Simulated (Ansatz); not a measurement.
Species: BF2 (charge 0, doublet). It need not be the lowest isomer of its formula. 
Structure (B3LYP-D3(BJ)/def2-TZVP (Ansatz, an electronic-structure program) minimum search):
SMILES: F[B]F
```xyz
3

B     -0.0027     0.5023    -0.0114
F      1.1429    -0.1332     0.0106
F     -1.1414    -0.1458    -0.0043
```
Charge 0, spin multiplicity 2.

Computed values are from Ansatz. Valence correlation only, unless marked. Open shells are spin-unrestricted. No spin-orbit coupling. Non-relativistic. Basis-set limits of correlation are two-point, X^-3; Hartree-Fock from the larger set.

| Property | Result |
|---|---|
| atomisation energy De | 295.4 kcal/mol at CCSD(T)/CBS(cc-pVTZ,cc-pVQZ) |
| total energy | -224.4050 Eh at CCSD(T)/CBS(cc-pVTZ,cc-pVQZ) |
| dipole moment | 0.30 D at CCSD(T)/aug-cc-pVDZ |
| T1 diagnostic | 0.015 at CCSD/cc-pVQZ |
